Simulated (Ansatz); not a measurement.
# Relaxing BaTa

Computed with DFT PBE, scalar-relativistic, plane waves, PAW in Ansatz 0.2.0. Cutoff 420 eV, Γ-centred k mesh, Gaussian smearing, no spin polarisation in the final step.

BaTa was placed on the CuPt (L1_1) structure type (R-3m, No. 166), with Ba in place of Cu, Ta in place of Pt, at a guessed volume.

```xyz
2
Lattice="1.6841 0.9723 5.3643 -1.6841 0.9723 5.3643 0.0000 -1.9447 5.3643" Properties=species:S:1:pos:R:3 pbc="T T T"
Ba    0.0000    0.0000    0.0000
Ta    0.0000    0.0000    8.0464
```

Cell and atoms relax at zero pressure; the relaxation can't lower the symmetry of the start.

Formation energies are uncorrected and refer to the elements' standard structures at the same level.

Q: What does it relax into?

A: It keeps R-3m (No. 166). The result has the CuPt (L1_1) structure. Conventional cell: a = 3.224 Å, c = 17.993 Å. Ba has 6 Ba at 3.22 Å and 6 Ta at 3.53 Å; Ta has 6 Ta at 3.22 Å and 6 Ba at 3.53 Å.

Space group R-3m:H (No. 166). a = 3.224 Å, b = 3.224 Å, c = 17.993 Å, α = 90.00°, β = 90.00°, γ = 120.00°
```
atom site symmetry x y z
  Ba    3a       -3m  0.0000  0.0000  0.0000
  Ta    3b       -3m  0.6667  0.3333  0.8333
```

Q: What are its volume, energy, density and gap?

A: The volume per atom is 27.00 Å³ and the density is 9.79 g/cm³. The energy over the elements is 1.34 eV/atom and the gap on the 18×18×18 mesh is 0 eV (a metal).

The final run used a 18×18×18 mesh on its 2-atom cell and 0.10 eV smearing. The k mesh leaves about 4 meV/atom of noise in metals. Spin–orbit coupling is left out. A structure relaxed within its symmetry needn't be a true minimum. The steps took of the order of 80 core-seconds in all.

Cost: 2 runs of about 1.4 core-minutes in all, on Intel Xeon 6975P-C (Granite Rapids) (shared hosts).